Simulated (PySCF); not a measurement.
Compound: COS.
SMILES: `O=C=S`

Level of theory: PBE0-D3(BJ)/def2-SVP geometry optimisation, gas phase (PySCF).

Masses are those of the commonest isotopes; rigid-rotor values at the optimised geometry. 

(1) What are the moment of inertia and the rotational constant?

(2) List the first levels of a rigid rotor in a Σ state.

(3) Where do the first rotational lines fall?

(4) Estimate the classical rotational partition function at 10 K, 50 K and 298.15 K.

## Answers

(1) I = 83.008 u·Å², B = 505379 MHz·u·Å²/I = 6088 MHz (0.2031 cm⁻¹, or 0.292 K as hB/k).

(2) E(J) = BJ(J+1): J = 1: 0.406, J = 2: 1.219, J = 3: 2.437, J = 4: 4.062, J = 5: 6.093, J = 6: 8.530 cm⁻¹.

(3) The dipole is 0.54 D; J+1 ← J lies at 2B(J+1): 1 ← 0 at 12.18 GHz, 2 ← 1 at 24.35 GHz, 3 ← 2 at 36.53 GHz, 4 ← 3 at 48.71 GHz, 5 ← 4 at 60.88 GHz, 6 ← 5 at 73.06 GHz.

(4) Point group C∞v, symmetry number σ = 1; q = kT/(σhB), k/h = 20836.6 MHz/K: 34.2 at 10 K, 171 at 50 K, 1020 at 298.15 K.

No PBE0-D3(BJ)/def2-SVP frequencies stand behind this structure, so it isn't proved a minimum. These are rigid-rotor constants of the computed structure; measured ground-state constants (B0) also hold zero-point vibration.

Time: 2.1 s of wall time; peak memory 0.26 GiB. Hardware: an Arm Neoverse V1 with one thread, shared host with 32 logical CPUs at a one-minute load of 9.1. These figures are those of the optimisation.
